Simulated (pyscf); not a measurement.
`[NH2][GaH2]` + `[OH][SiH3]` -> `[NH2][GaH][O][SiH3]` + `[H][H]` (four-centre exchange; singlet surface; Ga–H, H–O broken, Ga–O, H–H formed). Structures and frequencies: ωB97X-D3(BJ)/def2-SVP in PySCF. Energies in eV from the separated reactants.

| level | barrier | reaction energy |
|---|---|---|
| ωB97X-D3(BJ)/def2-TZVP | 0.51 | -0.70 |
| PBE/def2-TZVP | 0.47 | -0.53 |
| r²SCAN/def2-TZVP | 0.41 | -0.66 |
| B3LYP-D3(BJ)/def2-TZVP | 0.55 | -0.64 |
| PBE0-D3(BJ)/def2-TZVP | 0.48 | -0.57 |
| HF/def2-TZVP | 1.13 | -0.57 |

The functionals in the table span 0.14 eV in this barrier, from r²SCAN to B3LYP-D3(BJ). On the reactant side the descent ends in an adduct with a Ga–O contact, 0.44 eV under the separated species and 0.95 eV under the saddle at ωB97X-D3(BJ)/def2-TZVP. What is counted as formed (Ga–O) is already present as a longer contact in the reactant adduct; forming that adduct is a step of its own. At the saddle there is also a short Ga–H contact that neither side keeps. One saddle was located; it need not be the lowest between these sides. Elements up to Kr have no core potential and no relativistic terms here.
